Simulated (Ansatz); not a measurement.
**SiF+ (triplet): wave-function methods side by side, cc-pVDZ**

One table from this session's results is given with a row withheld; the runs are named, their logs left out.

Program: Ansatz 0.2.0, Gaussian basis. Level of theory: cc-pVDZ, core rule «outside noble gas», up to 6 orbitals frozen. These are calculated values, not measurements.

The runs, in order: UHF; CCSD(T) on ROHF; CCSD(T) on UHF; BCCD(T) on ROHF; CISD; CCSDT(Q) on ROHF; CCSDT(Q) on UHF.

21 further runs of the same task are left out: 7 for a known fault of the program, 5 that didn't finish, 9 set aside as unsound or not needed.

## What is computed

The geometry is a PBE0/def2-TZVP stationary point (not a proven minimum).

2 atoms, charge 1, spin multiplicity 3.

Atoms are counted from 1 here; the program's logs count them from 0.

Bond lengths: Si1–F2 1.555 Å.

Coordinates:

```xyz
2
charge 1, multiplicity 3
Si    0.0000    0.0000    0.0000
F     0.0000    0.0000    1.5548
```

The first run:

in.yaml

```yaml
crystal:
  periodic: [false, false, false]
  atoms:
    - {symbol: Si, position_ang: [0.000000, 0.000000, 0.000000]}
    - {symbol: F, position_ang: [0.000000, 0.000000, 1.554800]}
basis:
  gaussian: {orbitals: cc-pVDZ}
total_charge: 1
magnetization: {spin_polarized: true, initial_magnetization: 2}
hamiltonian: {xc: hf}
output: {orbitals: {seedname: orbitals}}
```

Launch:

```sh
> ansatz run in.yaml --threads 1 --pin off --events-out ev --progress --plain --max-ram 2393MiB
```

Among the steps run: UHF; CCSD(T) on ROHF; CCSD(T) on UHF; BCCD(T) on ROHF; CISD; CCSDT(Q) on ROHF; CCSDT(Q) on UHF.

One of the session's tables, all rows but one given; the rest of the session is left out.

| method | from UCCSDT(Q) (meV) |
| --- | --- |
| ROHF | +6415.9 |
| UHF | +6382.6 |
| RMP2 | +322.9 |
| UMP2 | +312.7 |
| CISD | +438.6 |
| RCCSD | +176.3 |
| UCCSD | +175.3 |
| RCCSD(T) | +32.6 |
| UCCSD(T) | +32.0 |
| BCCD(T) | ? |
| RCCSDT | +16.3 |
| UCCSDT | +15.8 |
| RCCSDT(Q) | +6.4 |
| UCCSDT(Q) | 0 |

Q: Estimate the row for BCCD(T) from the others.

The run gave: from UCCSDT(Q) (meV): +30.2. In the column «from UCCSDT(Q) (meV)» it lies between RCCSDT (+16.3) and UCCSD(T) (+32.0).

Limits of these values: Restricted and unrestricted rows rest on different reference determinants; where their highest levels disagree by more than a few hundredths of an eV, they describe different states and don't form one ladder.
